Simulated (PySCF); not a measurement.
hydrogen isocyanide (CHN), SMILES [C-]#[NH+].

Geometry optimised at B3LYP-D3(BJ)/def2-TZVPD.

All values below come from PBE/def2-TZVPD run with PySCF.

The molecule is in vacuum.

- total energy = -93.32325 hartree
- point group = C∞v
- highest occupied level = -7.57 eV
- lowest empty level = -0.86 eV
- orbital gap = 6.71 eV
- dipole moment = 3.12 D
- quadrupole, principal values (traceless, Buckingham form, about the centre of nuclear charge) = -0.75, -0.75, 1.51 D·Å
- mean static polarisability = 18.7 bohr³ (2.78 Å³)
- polarisability, principal values = 16.0, 16.0, 24.3 bohr³
